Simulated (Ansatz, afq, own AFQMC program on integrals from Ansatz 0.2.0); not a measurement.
CH$_{2}$Al, doublet in cc-pVDZ, levels against CCSDT(Q)

```xyz
4

Al    0.0000    0.0000    0.9400
C     0.0000    0.0000   -1.7180
H     0.0000   -0.8961   -2.3463
H     0.0000    0.8961   -2.3463
```

Connectivity, by distances: Al ··· CH2.

Basis cc-pVDZ. Only valence electrons are correlated. Ansatz 0.2.0 and our own AFQMC program on the same integrals; the CISD trial comes from CCSD amplitudes, and released means the phaseless constraint is let go. Uncertainties: one standard error, sampling alone.

Determinant: UHF, the one that the program's search chose, which needn't be the lowest solution. The geometry is a point of a scan.

No full CI on the walks' own integrals is used here; CCSDT(Q) serves as the reference and is uncertain by about the last step of the cluster series.

Cautions: unrestricted determinant spin contaminated (⟨S²⟩ 0.87 against 0.75).

- T1 diagnostic: 0.0392
- weight of the determinant in the CISD state: 0.845
- ⟨S²⟩ of the determinant: 0.872
- size of the correlated space: 9 electrons in 36 orbitals

```tsv
level	correlation energy (eV)
MP2	-4.3428
CCSD	-5.3771
CCSD(T)	-5.5372
```

**Question.** Estimate where phaseless AFQMC with the Hartree–Fock trial lies against CCSD(T) on the same integrals.

**Answer.** 5.47 ± 1.14 kcal/mol below CCSD(T).

Reference: CCSDT(Q), correlation energy -5.593 eV. The released energy is read at 2.40 1/Eh (meV from the phaseless value at times in 1/Eh: -21 ± 23 at 0.24, 0 ± 14 at 0.51, -16 ± 20 at 0.99, -24 ± 18 at 1.62, -21 ± 27 at 2.40).

```tsv
level	E − E(reference) (kcal/mol)	share of correlation (%)
CCSD(T)	1.28	99.01
CCSDT	0.33	99.74
ph-AFQMC/HF	-4.19 ± 1.14	103.25
ph-AFQMC/CISD	0.44 ± 0.43	99.66
released AFQMC	-0.04 ± 0.62	100.03
```

A walk keeps the symmetry of its determinant, which the program's search chose and which needn't be the lowest solution, so a lower state of the same spin and another symmetry isn't excluded. Released energies are given only where the last usable release times agree within the noise; a slower fall can still hide under it.
